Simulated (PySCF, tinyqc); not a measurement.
Starting guesses with DIIS over 6 matrices: SCF starting guesses in the sto-6g basis, for BH2+, spin multiplicity 1. Computed by the program tinyqc with PySCF. RHF with one setting changed at a time; a run stops when the energy changes by less than 1e-09 hartree and the error matrix is below 1e-5. Starts: the lowest orbitals of the core Hamiltonian, of the Wolfsberg-Helmholz matrix (K = 1.75), projected atomic densities, random orbitals, and the highest orbitals of the core Hamiltonian (a deliberately bad start).

Geometry (angstrom):
```
atom       x        y       z
B     0.0000   0.0000  0.0000
H     0.0000   1.3340  0.7660
H     0.0000  -1.3750  0.7900
```

lowest restricted solution found by these runs and by PySCF = -25.273977 hartree

Largest element of the error matrix X^T (FDS - SDF) X:
```
iteration     core  Wolfsberg-Helmholz  atomic densities   random  highest core orbitals
1          4.0e-01             3.0e-01           2.5e-01  2.9e+00                1.3e-01
2          7.7e-02             9.0e-02           6.6e-02  2.6e-01                2.9e-01
3          3.1e-02             3.2e-02           2.3e-02  2.4e-01                2.8e-01
4          3.9e-03             4.8e-03           3.8e-03  1.0e-01                2.8e-01
5          8.6e-04             8.0e-04           7.2e-04  3.7e-02                2.8e-01
6          1.8e-04             3.2e-04           1.1e-04  9.5e-03                2.8e-01
8          8.3e-06             1.2e-05           1.2e-05  5.3e-04                2.0e-01
10               -                   -                 -  6.7e-05                1.6e-01
14               -                   -                 -        -                1.9e-02
20               -                   -                 -        -                3.9e-07
```

How each run ends:
```
run                    iterations  E (hartree)         state
core                            9   -25.273977  lowest found
Wolfsberg-Helmholz              9   -25.273977  lowest found
atomic densities                9   -25.273977  lowest found
random                         13   -25.273977  lowest found
highest core orbitals          20   -25.273977  lowest found
```

What does the comparison show, and why?

5 of 5 runs reach the lowest restricted solution found, in 9 to 20 iterations (fastest: core, Wolfsberg-Helmholz, atomic densities). The first errors are 4e-01, 3e-01, 2e-01, 3e+00, 1e-01; the deliberately bad start has the smallest one, so a small first error does not mark a good start. The restricted reference is unstable here: a spin-polarised solution lies 0.0020 hartree lower (PySCF), so results built on it describe a poor reference.
